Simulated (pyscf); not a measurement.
Thermochemistry of product channels of `[BH2][Cl]` + `[NH3]` on the singlet surface, in kcal/mol, from ωB97M-D3(BJ)/def2-TZVP energies (ideal gas, 1 atm, RRHO with modes under 100 cm⁻¹ raised to 100, one conformer, R ln 2 for rigid chiral ones). Single points on ωB97X-D3(BJ)/def2-SVP structures (PySCF, gas phase).

| products | ΔE | ΔH(298 K) | ΔG(600 K) | ΔG(1200 K) |
|---|---|---|---|---|
| `[NH2][BH][Cl]` + `[H][H]` | -29.4 | -31.9 | -28.3 | -26.4 |
| `[BH2][NH2]` + `[ClH]` | -12.6 | -13.3 | -11.7 | -10.6 |

These are energies of the channels, which say nothing of barriers.
